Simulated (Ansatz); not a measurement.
CaB6-type LaB6, relaxed in Ansatz (plane waves) with several semilocal functionals. Each gives its own volume and its own bulk modulus:

```csv
level,V0 (Å³/atom),bulk modulus (GPa),ln V0,ln B0
PBEsol-D3(BJ),9.852,186.5,2.2877,5.2284
PBE-D4,9.993,181.1,2.3019,5.1990
PBE-D3(BJ),10.014,180.5,2.3040,5.1957
r²SCAN-D4,10.136,182.6,2.3161,5.2073
r²SCAN+rVV10,10.186,181.8,2.3210,5.2029
BLYP,10.488,164.4,2.3502,5.1023
```

Question: Fit a straight line to ln B0 against ln V0. What does it predict for rVV10, whose volume is 10.297 Å³/atom?

Answer: With x = ln V0 and y = ln B0: means 2.31348 and 5.18927; Σ(Δx Δy) = -0.004226, Σ(Δx²) = 0.002300, so the slope is -1.84. At x = 2.3319 the line gives y = 5.18927 + (-1.84) × (2.3319 − 2.31348) = 5.1554, or 173.4 GPa. The run with rVV10 gives 174.0 GPa, +0.3 % from the line. The rows used scatter about it by up to 2.8 %, while the largest value lies 13 % above the smallest.

Measured: 164 ± 2 GPa (measured, room temperature, not corrected to a static lattice, isothermal; as tabulated in LaB6 under pressure, Phys. Rev. B 80, 172104 (doi 10.1103/PhysRevB.80.172104)).

Ansatz's density-functional and Hartree–Fock values are scalar-relativistic unless marked +SOC, with PAW data made under PBE.

Ansatz is an electronic-structure program.
